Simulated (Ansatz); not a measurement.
Input for Ansatz (a program for electronic structure): R-B2PLYP/def2-TZVPPD on CH4 (SMILES C). Files ending in .json are basis or fitting sets from the Basis Set Exchange.

Ansatz 0.2 input:
```yaml
crystal:
  periodic: [false, false, false]
  atoms:
    - {symbol: C, position_ang: [0.00000000, 0.00000000, 0.00000000]}
    - {symbol: H, position_ang: [0.00000000, 1.08744517, 0.00000000]}
    - {symbol: H, position_ang: [-0.51262657, -0.36248173, 0.88789526]}
    - {symbol: H, position_ang: [-0.51262657, -0.36248173, -0.88789526]}
    - {symbol: H, position_ang: [1.02525314, -0.36248173, 0.00000000]}
basis:
  gaussian:
    orbitals: def2-TZVPPD.json
hamiltonian:
  xc: {name: B2PLYP}
magnetization: {spin_polarized: false}
correlation: {electrons: outside_noble_gas}
scf: {lower_state_search: off}
```

The log:

```
WARN ansatz: RAYON_NUM_THREADS=1 ignored (pool sized by the plan → 1); use --threads N
Functional definition: B2PLYP
these checks for a lower state are left out or cut short: stability, starts, cluster_reference, orbital_swaps, neighbouring_geometries, increment
integrals: 0.05 GiB planned
583 factors; integrals over basis functions are off by at most 4.1e-4 eV
mean field: 0.22 GiB planned
mean field evaluation 1: about -1097.1378 eV, gradient 3.6e1 eV
mean field evaluation 2: about -1097.1366 eV, gradient 3.6e1 eV
mean field evaluation 4: about -1099.9732 eV, gradient 6.7e-1 eV
mean field evaluation 8: about -1099.9748 eV, gradient 9.0e-4 eV
mean field -1099.97479707 eV, -40.4233282027 hartree, gradient 6.8e-6 eV, S^2 0.000000; 0 other end points of the search recorded, 0 dependent functions left out
1 core orbitals not correlated
reference -1099.97490933 eV, -40.4233323282 hartree; 4, 4 occupied and 100, 100 virtual orbitals, 583 factors
second order -6.46148417 eV of doubles, -0.00000000 eV of singles
Total energy: -1101.71951006 eV, -40.4874452224 hartree
Checks for a lower state left out: stability, starts, cluster_reference, orbital_swaps, neighbouring_geometries, increment
```

The run converged.

Cost: about 1.1 core-seconds (a rough figure).
